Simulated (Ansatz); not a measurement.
This script drives the Ansatz DFT code, driven from Python.

The script, `c3h4clfs_conformers.py`:
```python
'''Rank force-field conformers of C3H4ClFS by single points.'''

import ansatz as az
from rdkit import Chem
from rdkit.Chem import AllChem


def main() -> None:
    rd = Chem.AddHs(Chem.MolFromSmiles('FCC(S)=CCl'))
    ids = list(AllChem.EmbedMultipleConfs(rd, numConfs=20, randomSeed=204, pruneRmsThresh=0.4))
    field = [energy for _, energy in AllChem.MMFFOptimizeMoleculeConfs(rd)]
    distinct = {round(e, 2): i for i, e in zip(ids, field)}
    chosen = sorted(distinct.items())[:5]
    found = []
    for force_field, index in chosen:
        system = az.Crystal.molecule()
        for atom, xyz in zip(rd.GetAtoms(), rd.GetConformer(index).GetPositions()):
            system = system.atom(atom.GetSymbol(), xyz.round(5).tolist())
        calculation = system.calculation().basis(gaussian='cc-pVDZ').functional('PBE0')
        found.append(calculation.run(threads=1, backend='cpu').report['free_energy_ev'])
    print('conformer   MMFF (kcal/mol)   this level (kJ/mol)')
    for (force_field, index), e in zip(chosen, found):
        print(f'{index:9d} {force_field - chosen[0][0]:17.2f} {96.485332 * (e - min(found)):17.3f}')


if __name__ == '__main__':
    main()
```

It is started by `python c3h4clfs_conformers.py`. Estimate its wall time and peak memory on 1 thread of Arm Neoverse V1, on a shared host.

It took about 26 s, with a peak of 0.37 GiB, for 5 runs of the engine.

Output of `python c3h4clfs_conformers.py`:
```text
conformer   MMFF (kcal/mol)   this level (kJ/mol)
        0              0.00             0.000
        4              0.70             6.447
        3              3.17             5.885
        2              3.25            19.456
        1              4.41            31.554
```

The conformers keep their force-field geometries.

(Lines on the test bed's own set-up are left out of the output.)
